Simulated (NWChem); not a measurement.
Everything below was run with NWChem. System: C₂H₆S, charge 0, spin multiplicity 1, displaced from the optimised geometry.

Input file:

```
start mol
memory heap 200 mb stack 900 mb global 1100 mb
geometry units angstroms nocenter noautoz noautosym
  C     -1.499143     0.780982    -0.254624
  C     -0.549429    -0.423554    -0.451355
  S      1.084415    -0.266067     0.419286
  H     -2.487744     0.593815    -0.756360
  H     -1.065158     1.718049    -0.696787
  H     -1.685872     0.973081     0.834929
  H     -0.995842    -1.359254    -0.018509
  H     -0.367870    -0.631848    -1.539863
  H      1.543279     0.818649    -0.296108
end
basis spherical
  * library def2-svp
end
dft
  xc xpbe96 cpbe96
  semidirect memsize 60000000 filesize 0
  iterations 100
  convergence nodiis damp 40
end
task dft gradient
```

The output up to the point where the run's verdict is printed (cleaned and shortened):

```
             Northwest Computational Chemistry Package (NWChem) 7.3.0
             --------------------------------------------------------

                                NWChem Input Module
                                -------------------

 Scaling coordinates for geometry "geometry" by  1.889725989
 (inverse scale =  0.529177249)

                             Geometry "geometry" -> ""
                             -------------------------

 Output coordinates in angstroms (scale by  1.889725989 to convert to a.u.)

  No.       Tag          Charge          X              Y              Z
 ---- ---------------- ---------- -------------- -------------- --------------
    1 C                    6.0000    -1.49914300     0.78098200    -0.25462400
    2 C                    6.0000    -0.54942900    -0.42355400    -0.45135500
    3 S                   16.0000     1.08441500    -0.26606700     0.41928600
    4 H                    1.0000    -2.48774400     0.59381500    -0.75636000
    5 H                    1.0000    -1.06515800     1.71804900    -0.69678700
    6 H                    1.0000    -1.68587200     0.97308100     0.83492900
    7 H                    1.0000    -0.99584200    -1.35925400    -0.01850900
    8 H                    1.0000    -0.36787000    -0.63184800    -1.53986300
    9 H                    1.0000     1.54327900     0.81864900    -0.29610800

 Effective nuclear repulsion energy (a.u.)     104.9582088298

            Nuclear Dipole moment (a.u.)
            ----------------------------
        X                 Y               Z
 ---------------- ---------------- ----------------
     0.0000018897    -0.0000226767     0.0000075589


 Summary of "ao basis" -> "" (spherical)
 ------------------------------------------------------------------------------
       Tag                 Description            Shells   Functions and Types
 ---------------- ------------------------------  ------  ---------------------
 *                          def2-svp                  on all atoms

  pbe96 is a nonlocal functional; adding pw91lda local functional.
[...]
 d= 0,ls=0.0         52   -265.1183671997  1.11D+02  4.13D-01              35.1
 d= 0,ls=0.0         53   -375.6253592169 -1.11D+02  4.13D-01              35.8
 d= 0,ls=0.0         54   -265.1183671997  1.11D+02  4.13D-01              36.4
 d= 0,ls=0.0         55   -375.6253592169 -1.11D+02  4.13D-01              37.1
 d= 0,ls=0.0         56   -265.1183671997  1.11D+02  4.13D-01              37.8
 d= 0,ls=0.0         57   -375.6253592169 -1.11D+02  4.13D-01              38.3
 d= 0,ls=0.0         58   -265.1183671997  1.11D+02  4.13D-01              39.0
 d= 0,ls=0.0         59   -375.6253592169 -1.11D+02  4.13D-01              39.7
 d= 0,ls=0.0         60   -265.1183671997  1.11D+02  4.13D-01              40.4
 d= 0,ls=0.0         61   -375.6253592169 -1.11D+02  4.13D-01              41.0
 d= 0,ls=0.0         62   -265.1183671997  1.11D+02  4.13D-01              41.7
 d= 0,ls=0.0         63   -375.6253592169 -1.11D+02  4.13D-01              42.3
 d= 0,ls=0.0         64   -265.1183671997  1.11D+02  4.13D-01              42.9
 d= 0,ls=0.0         65   -375.6253592169 -1.11D+02  4.13D-01              43.5
 d= 0,ls=0.0         66   -265.1183671997  1.11D+02  4.13D-01              44.1
 d= 0,ls=0.0         67   -375.6253592169 -1.11D+02  4.13D-01              44.8
 d= 0,ls=0.0         68   -265.1183671997  1.11D+02  4.13D-01              45.4
 d= 0,ls=0.0         69   -375.6253592169 -1.11D+02  4.13D-01              46.0
 d= 0,ls=0.0         70   -265.1183671997  1.11D+02  4.13D-01              46.7
 d= 0,ls=0.0         71   -375.6253592169 -1.11D+02  4.13D-01              47.3
 d= 0,ls=0.0         72   -265.1183671997  1.11D+02  4.13D-01              48.0
 d= 0,ls=0.0         73   -375.6253592169 -1.11D+02  4.13D-01              48.6
 d= 0,ls=0.0         74   -265.1183671997  1.11D+02  4.13D-01              49.3
 d= 0,ls=0.0         75   -375.6253592169 -1.11D+02  4.13D-01              49.9
 d= 0,ls=0.0         76   -265.1183671997  1.11D+02  4.13D-01              50.6
 d= 0,ls=0.0         77   -375.6253592169 -1.11D+02  4.13D-01              51.3
 d= 0,ls=0.0         78   -265.1183671997  1.11D+02  4.13D-01              51.9
 d= 0,ls=0.0         79   -375.6253592169 -1.11D+02  4.13D-01              52.6
 d= 0,ls=0.0         80   -265.1183671997  1.11D+02  4.13D-01              53.2
 d= 0,ls=0.0         81   -375.6253592169 -1.11D+02  4.13D-01              53.8
 d= 0,ls=0.0         82   -265.1183671997  1.11D+02  4.13D-01              54.5
 d= 0,ls=0.0         83   -375.6253592169 -1.11D+02  4.13D-01              55.1
 d= 0,ls=0.0         84   -265.1183671997  1.11D+02  4.13D-01              55.8
 d= 0,ls=0.0         85   -375.6253592169 -1.11D+02  4.13D-01              56.4
 d= 0,ls=0.0         86   -265.1183671997  1.11D+02  4.13D-01              57.0
 d= 0,ls=0.0         87   -375.6253592169 -1.11D+02  4.13D-01              57.7
 d= 0,ls=0.0         88   -265.1183671997  1.11D+02  4.13D-01              58.4
 d= 0,ls=0.0         89   -375.6253592169 -1.11D+02  4.13D-01              59.0
 d= 0,ls=0.0         90   -265.1183671997  1.11D+02  4.13D-01              59.6
 d= 0,ls=0.0         91   -375.6253592169 -1.11D+02  4.13D-01              60.2
 d= 0,ls=0.0         92   -265.1183671997  1.11D+02  4.13D-01              60.9
 d= 0,ls=0.0         93   -375.6253592169 -1.11D+02  4.13D-01              61.5
 d= 0,ls=0.0         94   -265.1183671997  1.11D+02  4.13D-01              62.2
 d= 0,ls=0.0         95   -375.6253592169 -1.11D+02  4.13D-01              62.8
 d= 0,ls=0.0         96   -265.1183671997  1.11D+02  4.13D-01              63.5
 d= 0,ls=0.0         97   -375.6253592169 -1.11D+02  4.13D-01              64.1
 d= 0,ls=0.0         98   -265.1183671997  1.11D+02  4.13D-01              64.7
 d= 0,ls=0.0         99   -375.6253592169 -1.11D+02  4.13D-01              65.4
 d= 0,ls=0.0        100   -265.1183671997  1.11D+02  4.13D-01              66.1
```

Convergence was not reached. The next line reads: Calculation failed to converge. NWChem stopped with the message: dft gradient failed.
